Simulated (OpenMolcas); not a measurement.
**the pair HS2···H: a chain of runs**

We compute the energy (UHF/STO-3G), then the energy (CASSCF(2,2)/STO-3G), then a single-point energy (CASPT2(2,2)/STO-3G), then a single-point energy (SC-NEVPT2(2,2)/STO-3G), then the energy (MRCI(2,2)/STO-3G) of the pair HS2···H. 

The calculation is run with OpenMolcas 26.06.

3 further runs of the same task are left out: 1 for a known fault of the program, 1 that didn't finish, 1 set aside as unsound or not needed.

### Step 1. The structure to begin with

The species is H2S2 (4 atoms), meant as a singlet with charge 0. The S2–H4 distance was set to 2.680 Å, away from the relaxed value.

Bond lengths: S1–S2 2.045 Å, S1–H3 1.340 Å. Angles: S2–S1–H3 98.1°.

### Step 2. The energy at UHF/STO-3G (run 1)

step1.inp reads:

```
* H2S2 Hartree-Fock

&gateway
 baslib=$CurrDir
 basisset
 S.STO-3G....
 S1 -0.992898 0.333517 -1.766247 angstrom
 S2 -0.988028 1.562847 -0.131627 angstrom
 End of Basis
 basisset
 H.STO-3G....
 H3 0.141362 0.767487 -2.332037 angstrom
 H4 0.143010 -0.127830 1.612990 angstrom
 End of Basis

&seward

&scf
 uhf
 scramble=0.25
 prorbitals=1 1
```

The basis set STO-3G is read from a file made from the Basis Set Exchange's data (not shown).

Started as:

```console
$ export MOLCAS_MEM=1860
$ pymolcas step1.inp > step1.log
```

The program printed:

```text
--- Start Module: gateway ---
[...]
--- Stop Module: gateway /rc=_RC_ALL_IS_WELL_ ---
--- Start Module: seward ---
[...]
      Basis functions           20
--- Stop Module: seward /rc=_RC_ALL_IS_WELL_ ---
--- Start Module: scf ---
[...]
       Convergence after  25 Iterations
[...]
::    Total SCF energy                               -787.3728465272
[...]
      Total spin, S                                     0.6076497088
[...]
      Total electronic charge=   34.000000
      Total            charge=   -0.000000
[...]
      Dipole Moment (debye):
      Origin of the operator (angstrom)=   -0.9559    0.9290   -0.9309
                   X=  6.6578E-01               Y=  3.2530E-01               Z= -2.8870E-01           Total=  7.9525E-01
      Quadrupole Moment (debye*angstrom):
[...]
--- Stop Module: scf /rc=_RC_ALL_IS_WELL_ ---
[...]
```

It took 1.9 s on 1 thread of Arm Neoverse V1, shared host; peak memory 0.37 GiB.

### Step 3. The energy at CASSCF(2,2)/STO-3G (run 2)

step2.input reads:

```
>>> EXPORT MOLCAS_PRINT=2

&gateway
  baslib
  $CurrDir
  basisset
  S.STO-3G....
  S1 -0.992898 0.333517 -1.766247 angstrom
  S2 -0.988028 1.562847 -0.131627 angstrom
  End of Basis
  basisset
  H.STO-3G....
  H3 0.141362 0.767487 -2.332037 angstrom
  H4 0.143010 -0.127830 1.612990 angstrom
  End of Basis

&seward

&rasscf
  fileorb
  $CurrDir/step1.UnaOrb
  spin
  1
  nactel
  2 0 0
  inactive
  16
  ras2
  2
  orblisting
  Nothing
```

The basis set STO-3G is read from a file made from the Basis Set Exchange's data (not shown).

Started as:

```console
$ export MOLCAS_MEM=1860
$ pymolcas step2.input > step2.log
```

The program printed:

```text
--- Start Module: gateway ---
[...]
--- Stop Module: gateway /rc=_RC_ALL_IS_WELL_ ---
--- Start Module: seward ---
[...]
      Basis functions           20
--- Stop Module: seward /rc=_RC_ALL_IS_WELL_ ---
--- Start Module: rasscf ---
[...]
      Number of active orbitals                  2
[...]
      Spin quantum number                      0.0
[...]
      Active orbitals                            2
[...]
      Number of CSFs                             3
[...]
      Number of root(s) required                 1
[...]
      Convergence after 14 iterations
[...]
      printout of CI-coefficients larger than  0.05 for root  1
      energy=    -787.377781
      conf/sym  11     Coeff  Weight
             1  20  -0.81355 0.66186
             3  02   0.58150 0.33814
      Natural orbitals and occupation numbers for root  1
      sym 1:   1.323718   0.676282
      ************************************************************************************************************************
      *                                                    Final results                                                     *
[...]
::    RASSCF root number  1 Total energy:   -787.37778069
[...]
      Total electronic charge=   34.000000
      Total            charge=   -0.000000
[...]
      Dipole Moment (debye):
      Origin of the operator (angstrom)=   -0.9559    0.9290   -0.9309
                   X=  6.7023E-01               Y=  3.2505E-01               Z= -2.8871E-01           Total=  7.9889E-01
      Quadrupole Moment (debye*angstrom):
[...]
--- Stop Module: rasscf /rc=_RC_ALL_IS_WELL_ ---
[...]
```

It took 1.7 s on 1 thread of Arm Neoverse V1, shared host; peak memory 0.37 GiB.

### Step 4. The energy at CASPT2(2,2)/STO-3G (run 3)

step3.input reads:

```
* H2S2 CASPT2

&gateway
 baslib
 $CurrDir
 basisset
 S.STO-3G....
 S1 -0.992898 0.333517 -1.766247 angstrom
 S2 -0.988028 1.562847 -0.131627 angstrom
 End of Basis
 basisset
 H.STO-3G....
 H3 0.141362 0.767487 -2.332037 angstrom
 H4 0.143010 -0.127830 1.612990 angstrom
 End of Basis

&seward

&rasscf
 fileorb
 $CurrDir/step2.RasOrb
 spin
 1
 nactel
 2 0 0
 inactive
 16
 ras2
 2
 orblisting
 Nothing

&caspt2
 imaginary
 0.1
 frozen
 10
```

The basis set STO-3G is read from a file made from the Basis Set Exchange's data (not shown).

Started as:

```console
$ export MOLCAS_MEM=1860
$ pymolcas step3.input > step3.log
```

The program printed:

```text
--- Start Module: gateway ---
[...]
--- Stop Module: gateway /rc=_RC_ALL_IS_WELL_ ---
[...]
      Basis functions           20
[...]
--- Start Module: rasscf ---
[...]
      Number of active orbitals                  2
[...]
      Spin quantum number                      0.0
[...]
      Active orbitals                            2
[...]
      Number of CSFs                             3
[...]
      Number of root(s) required                 1
[...]
      Convergence after  4 iterations
[...]
      printout of CI-coefficients larger than  0.05 for root  1
      energy=    -787.377781
      conf/sym  11     Coeff  Weight
             1  20  -0.81355 0.66186
             3  02   0.58150 0.33814
      Natural orbitals and occupation numbers for root  1
      sym 1:   1.323718   0.676282
      ************************************************************************************************************************
      *                                                    Final results                                                     *
[...]
::    RASSCF root number  1 Total energy:   -787.37778069
[...]
      Total electronic charge=   34.000000
      Total            charge=   -0.000000
[...]
      Dipole Moment (debye):
      Origin of the operator (angstrom)=   -0.9559    0.9290   -0.9309
                   X=  6.7023E-01               Y=  3.2505E-01               Z= -2.8874E-01           Total=  7.9890E-01
      Quadrupole Moment (debye*angstrom):
[...]
--- Stop Module: rasscf /rc=_RC_ALL_IS_WELL_ ---
--- Start Module: caspt2 ---
[...]
 ###    WARNING: User changed nr of frozen orbitals.                         ###
 ###############################################################################
[...]
      E2 (Variational):          -0.0380444659
      Total energy:            -787.4158251511
[...]
      Reference weight:           0.97670
[...]
::    CASPT2 Root  1     Total energy:   -787.41582515
[...]
--- Stop Module: caspt2 /rc=_RC_ALL_IS_WELL_ ---
[...]
```

Run time: 1.6 s. Hardware: 1 thread of Arm Neoverse V1, shared host; peak memory 0.37 GiB.

### Step 5. A single-point energy at SC-NEVPT2(2,2)/STO-3G (run 4)

step4.inp reads:

```
* H2S2 NEVPT2
&gateway
baslib=$CurrDir
basisset
S.STO-3G....
S1 -0.992898 0.333517 -1.766247 angstrom
S2 -0.988028 1.562847 -0.131627 angstrom
End of Basis
basisset
H.STO-3G....
H3 0.141362 0.767487 -2.332037 angstrom
H4 0.143010 -0.127830 1.612990 angstrom
End of Basis
&seward
&rasscf
fileorb=$CurrDir/step2.RasOrb
spin=1
nactel=2 0 0
inactive=16
ras2=2
orblisting=Nothing
&caspt2
sc-nevpt2
frozen=10
```

The basis set STO-3G is read from a file made from the Basis Set Exchange's data (not shown).

Started as:

```console
$ export MOLCAS_MEM=1860
$ pymolcas step4.inp > step4.log
```

The program printed:

```text
--- Start Module: gateway ---
[...]
--- Stop Module: gateway /rc=_RC_ALL_IS_WELL_ ---
[...]
      Basis functions           20
[...]
--- Start Module: rasscf ---
[...]
      Number of active orbitals                  2
[...]
      Spin quantum number                      0.0
[...]
      Active orbitals                            2
[...]
      Number of CSFs                             3
[...]
      Number of root(s) required                 1
[...]
      Convergence after  4 iterations
[...]
      printout of CI-coefficients larger than  0.05 for root  1
      energy=    -787.377781
      conf/sym  11     Coeff  Weight
             1  20  -0.81355 0.66186
             3  02   0.58150 0.33814
      Natural orbitals and occupation numbers for root  1
      sym 1:   1.323718   0.676282
      ************************************************************************************************************************
      *                                                    Final results                                                     *
[...]
::    RASSCF root number  1 Total energy:   -787.37778069
[...]
      Total electronic charge=   34.000000
      Total            charge=   -0.000000
[...]
      Dipole Moment (debye):
      Origin of the operator (angstrom)=   -0.9559    0.9290   -0.9309
                   X=  6.7023E-01               Y=  3.2505E-01               Z= -2.8874E-01           Total=  7.9890E-01
      Quadrupole Moment (debye*angstrom):
[...]
--- Stop Module: rasscf /rc=_RC_ALL_IS_WELL_ ---
--- Start Module: caspt2 ---
[...]
 ###    WARNING: User changed nr of frozen orbitals.                         ###
 ###############################################################################
[...]
      E2 (Variational):          -0.0374107767
[...]
      E2 (Variational):          -0.0373864738
      Total energy:            -787.4151671590
[...]
      Reference weight:           0.97759
[...]
::    SC-NEVPT2 Root  1     Total energy:   -787.41516716
[...]
--- Stop Module: caspt2 /rc=_RC_ALL_IS_WELL_ ---
[...]
```

It took 1.6 s on 1 thread of Arm Neoverse V1, shared host; peak memory 0.37 GiB.

### Step 6. A single-point energy at MRCI(2,2)/STO-3G (run 5)

step5.inp reads:

```
* H2S2 MRCI

&GATEWAY
 BasLib=$CurrDir
 BasisSet
 S.STO-3G....
 S1 -0.992898 0.333517 -1.766247 angstrom
 S2 -0.988028 1.562847 -0.131627 angstrom
 End of Basis
 BasisSet
 H.STO-3G....
 H3 0.141362 0.767487 -2.332037 angstrom
 H4 0.143010 -0.127830 1.612990 angstrom
 End of Basis

&SEWARD

&RASSCF
 FileOrb=$CurrDir/step2.RasOrb
 Spin=1
 Nactel=2 0 0
 Inactive=16
 Ras2=2
 OrbListing=Nothing

&MOTRA
 LumOrb
 Frozen=10

&GUGA
 Electrons=14
 Spin=1
 Inactive=6
 Active=2
 CIAll=1

&MRCI
 SDCI
```

The basis set STO-3G is read from a file made from the Basis Set Exchange's data (not shown).

Started as:

```console
$ export MOLCAS_MEM=1860
$ pymolcas step5.inp > step5.log
```

The program printed:

```text
--- Start Module: gateway ---
[...]
--- Stop Module: gateway /rc=_RC_ALL_IS_WELL_ ---
[...]
      Basis functions           20
[...]
      Number of active orbitals                  2
[...]
      Spin quantum number                      0.0
[...]
      Active orbitals                            2
[...]
      Number of CSFs                             3
[...]
      Number of root(s) required                 1
[...]
      Convergence after  4 iterations
[...]
      printout of CI-coefficients larger than  0.05 for root  1
      energy=    -787.377781
      conf/sym  11     Coeff  Weight
             1  20  -0.81355 0.66186
             3  02   0.58150 0.33814
      Natural orbitals and occupation numbers for root  1
      sym 1:   1.323718   0.676282
      ************************************************************************************************************************
      *                                                    Final results                                                     *
[...]
::    RASSCF root number  1 Total energy:   -787.37778069
[...]
      Dipole Moment (debye):
      Origin of the operator (angstrom)=   -0.9559    0.9290   -0.9309
                   X=  6.7023E-01               Y=  3.2505E-01               Z= -2.8874E-01           Total=  7.9890E-01
      Quadrupole Moment (debye*angstrom):
[...]
      *** WARNING: Default frozen orbitals is overwritten by user input.
      *** Default values:  10
[...]
--- Start Module: guga ---
[...]
--- Stop Module: guga /rc=_RC_ALL_IS_WELL_ ---
--- Start Module: mrci ---
[...]
       (But an ACPF correction will be computed)
       USE THE DEFAULT ACPF G-VALUE GFAC=  0.14285714285714285
[...]
                      CI ENERGY:  -787.43089100
[...]
                ACPF CORRECTION:    -0.00263684
[...]
      Total electronic charge=   34.000000
      Total            charge=   -0.000000
[...]
     ACPF CORRECTION:     -0.00263684
[...]
  CI State   1     Total energy:   -787.43089100     QDav:     -0.00310198     QACPF:     -0.00263684
[...]
--- Stop Module: mrci /rc=_RC_ALL_IS_WELL_ ---
[...]
```

Wall time 1.7 s (1 thread of Arm Neoverse V1, shared host); peak memory 0.37 GiB.

### Step 7. Outcome

| quantity | value |
| --- | --- |
| run 1, UHF/STO-3G: total energy | -787.37285 Eh |
| run 1, UHF/STO-3G: dipole moment | 0.80 D |
| run 1, UHF/STO-3G: HOMO energy | -6.63 eV |
| run 1, UHF/STO-3G: LUMO energy | 5.82 eV |
| run 1, UHF/STO-3G: HOMO–LUMO gap | 12.45 eV |
| run 1, UHF/STO-3G: ⟨S²⟩ | 0.977 |
| run 2, CASSCF(2,2)/STO-3G: total energy | -787.37778 Eh |
| run 2, CASSCF(2,2)/STO-3G: dipole moment (CASSCF density) | 0.80 D |
| run 3, CASPT2(2,2)/STO-3G: total energy | -787.41583 Eh |
| run 3, CASPT2(2,2)/STO-3G: dipole moment (CASSCF density) | 0.80 D |
| run 4, SC-NEVPT2(2,2)/STO-3G: total energy | -787.41517 Eh |
| run 4, SC-NEVPT2(2,2)/STO-3G: dipole moment (CASSCF density) | 0.80 D |
| run 5, MRCI(2,2)/STO-3G: total energy | -787.43089 Eh |
| run 5, MRCI(2,2)/STO-3G: dipole moment (CASSCF density) | 0.80 D |

**Reading.** ⟨S²⟩ (run 1, UHF/STO-3G) is 0.98 where a pure singlet has 0.00: the reference is spin-contaminated.
